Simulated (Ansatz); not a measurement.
Input file:

```yaml
crystal:
  periodic: [false, false, false]
  atoms:
    - {symbol: Si, position_ang: [0.000000, -0.066010, 1.277710]}
    - {symbol: Al, position_ang: [0.000000, 0.014356, -1.367591]}
    - {symbol: H, position_ang: [0.000000, 1.455013, 1.006599]}
basis:
  gaussian: {orbitals: 6-31G}
magnetization: {spin_polarized: false}
correlation: {method: sc_nevpt2, electrons: outside_noble_gas}
scf: {lower_state_search: off}
output: {forces: true}
```

```sh
$ ansatz run in.yaml --threads 1 --pin off --events-out ev --progress --plain --max-ram 2393MiB
```

**Question.** One thing in this input was set wrong on purpose, beside settings that are merely unusual. What is the gravest fault, and what does the program do?

**Answer.** Method needs an active space. How the run ends: refused.
```
Error: this correlation method needs an active space: name one as the reference
```
